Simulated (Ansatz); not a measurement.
`C=C1N=C1Cl`, 7 atoms. Total charge 0; spin multiplicity 1. All runs use 2 threads of an INTEL XEON PLATINUM 8581C on a shared host. Correlated methods freeze the cores.

Question: How many basis functions does each run have, and how long does it take in Ansatz? direct RPA on PBE orbitals/def2-TZVPP energy; RKS B3LYP-D4/def2-TZVPP energy and forces; RKS PBE0-D4/def2-QZVPP energy; RKS PBE0-D4/def2-SVP energy; RKS PBE0-D4/def2-TZVP frequencies; RHF-CCSD(T)/def2-TZVPP energy; RKS ωB97M-V/def2-QZVPP energy; RKS B97M-V/def2-TZVPP energy; RKS ωB97M-V/def2-SVP energy; RKS PBE0-D4/def2-TZVP relaxation (7 steps); RHF-MP2/def2-QZVPP energy; RKS HSE06 (plane-wave form)-D4/def2-TZVPP energy. (Estimate.)

Answer: Ansatz gave: Other jobs shared the machine, so times are rough.

```json
{"level": "RKS PBE0-D4/def2-SVP", "job": "energy", "functions": "84", "wall time": "0.9 s", "peak host memory (GiB)": "0.4"}
{"level": "RKS HSE06 (plane-wave form)-D4/def2-TZVPP", "job": "energy", "functions": "194", "wall time": "2.5 s", "peak host memory (GiB)": "0.41"}
{"level": "RKS ωB97M-V/def2-SVP", "job": "energy", "functions": "84", "wall time": "3 s", "peak host memory (GiB)": "0.4"}
{"level": "RKS B3LYP-D4/def2-TZVPP", "job": "energy and forces", "functions": "194", "wall time": "3.4 s", "peak host memory (GiB)": "0.43"}
{"level": "direct RPA on PBE orbitals/def2-TZVPP", "job": "energy", "functions": "194", "wall time": "3.8 s", "peak host memory (GiB)": "0.4"}
{"level": "RKS PBE0-D4/def2-QZVPP", "job": "energy", "functions": "358", "wall time": "5.5 s", "peak host memory (GiB)": "0.92"}
{"level": "RKS B97M-V/def2-TZVPP", "job": "energy", "functions": "194", "wall time": "6 s", "peak host memory (GiB)": "0.28"}
{"level": "RKS ωB97M-V/def2-QZVPP", "job": "energy", "functions": "358", "wall time": "12 s", "peak host memory (GiB)": "1.1"}
{"level": "RHF-MP2/def2-QZVPP", "job": "energy", "functions": "358", "wall time": "16 s", "peak host memory (GiB)": "1.5"}
{"level": "RKS PBE0-D4/def2-TZVP", "job": "relaxation (7 steps)", "functions": "173", "wall time": "20 s", "peak host memory (GiB)": "0.38"}
{"level": "RHF-CCSD(T)/def2-TZVPP", "job": "energy", "functions": "194", "wall time": "46 s", "peak host memory (GiB)": "2.3"}
{"level": "RKS PBE0-D4/def2-TZVP", "job": "frequencies", "functions": "173", "wall time": "83 s", "peak host memory (GiB)": "0.4"}
```

B3LYP here is the variant with VWN-RPA as its local correlation; programs differ in this.
